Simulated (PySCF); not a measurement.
## SiH$_{4}$, singlet along the scale of all distances

Starting geometry (PBE0/def2-TZVP stationary point for this spin, not checked as a minimum):

| atom | x (Å) | y (Å) | z (Å) |
| --- | --- | --- | --- |
| Si | 0.0000 | 0.0000 | 0.0000 |
| H | 0.8558 | 0.8587 | 0.8568 |
| H | -0.8596 | -0.8544 | 0.8574 |
| H | -0.8547 | 0.8555 | -0.8611 |
| H | 0.8584 | -0.8599 | -0.8531 |

From there all distances are scaled together; atoms are numbered as listed. Energies are in kcal/mol, counted from the starting geometry at the same level. Kohn–Sham curves keep the symmetry of the cluster determinant, unrestricted for open shells and where UHF breaks spin symmetry.

Basis 6-31G; PySCF 2.14.0. Correlated methods freeze the noble-gas cores. Prefix R: restricted or restricted open-shell reference; prefix U: unrestricted.

Unrestricted rows (U, and Kohn–Sham where it breaks symmetry) aren't spin-pure: their determinants' ⟨S²⟩ exceeds S(S+1) by up to 2.95, so they mix in states of higher spin. A value is left out where its run failed or describes another state than the reference as far as symmetry and spin tell, or, spin-broken singlets apart, can't be checked.

Full CI is exact within this basis and frozen core; it isn't the basis-set limit. The frozen core follows each run's orbitals, which can shift R against U totals by a few meV.

```tsv
scale of all distances	full CI	curve A	curve B	curve C	curve D
0.866	56.7	56.6	50.8	50.0	54.1
1.000	0.0	0.0	0.0	0.0	0.0
1.102	8.4	8.5	15.1	11.9	11.4
1.288	66.8	67.4	90.8	75.6	78.3
1.475	133.9	137.2	182.9	151.1	158.9
1.743	202.6	208.9	301.6	241.0	255.2
2.012	236.9	–	392.1	–	315.7
```

Q: The curves come from B97M-V, RHF, RMP2, UCCSD(T). Compare each with full CI and say which is which.

A: A: UCCSD(T), B: RHF, C: B97M-V, D: RMP2. Spread of the error against full CI, over the points where both stand: A 6.4, B 161.2, C 45.1, D 81.4 kcal/mol. RHF keeps both spins in the same orbitals, so it can't give open-shell fragments and ends 155.3 kcal/mol too high at 2.012.

In so small a basis the reference is far from its limit while semilocal and hybrid functionals are nearer theirs, so the functionals' errors here hold much of the reference's basis and frozen-core error, which can add to them or hide them.
